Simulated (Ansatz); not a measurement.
# How far each method lies from UCCSDT(Q) for Ge–Si–OH, quartet

Geometry: a PBE0/def2-TZVP stationary point for this spin, not checked as a minimum.

```xyz
4

Ge    0.0000   -0.0870    1.0333
Si    0.0000    0.6235   -1.2570
O     0.0000   -0.6673   -2.2813
H     0.0000   -0.5139   -3.2303
```

Basis cc-pVDZ; Ansatz 0.2.0. Correlated methods freeze the noble-gas cores and the filled d shells of p-block atoms, which leaves 15 electrons in 44 orbitals. R marks a restricted (for open shells ROHF) determinant, U an unrestricted one. No spin–orbit coupling is included, and no scalar relativity.

Full CI isn't at hand for all of this; UCCSDT(Q) serves as the reference, and is uncertain by about the last step of the cluster series. The frozen core follows each run's orbitals, which can shift R against U totals by a few meV for light atoms and by up to 0.1 eV past Ca.

- UHF ⟨S²⟩: 3.775
- T1 diagnostic (RCCSD): 0.0230
- largest doubles amplitude (RCCSD): 0.094
- T1 diagnostic (UCCSD): 0.0230

| level | E − E(UCCSDT(Q)) (kJ/mol) | share of correlation (%) | wall time |
| --- | --- | --- | --- |
| UHF | 940.9 | 1.48 | – |
| UMP2 | 114.6 | 88.00 | – |
| UCCSD | 36.9 | 96.13 | – |
| UCCSD(T) | 7.3 | 99.24 | 8.5 s |
| UCCSDT | 3.2 | 99.66 | – |

The correlation energy at UCCSDT(Q), counted from RHF, is -9.899 eV. That run took 69 s on 1 thread of Arm Neoverse V2, shared host.

Run but not shown, since their state or frozen core can't be matched to the reference's or they repeat it: RHF, RMP2, CISD, RCCSD, RCCSD(T), BCCD(T), RCCSDT, RCCSDT(Q).

Times hold each run's SCF and search for its determinant on a shared host, so for small cases they say little of a method's own cost; they ran on 1 thread of Arm Neoverse V2.
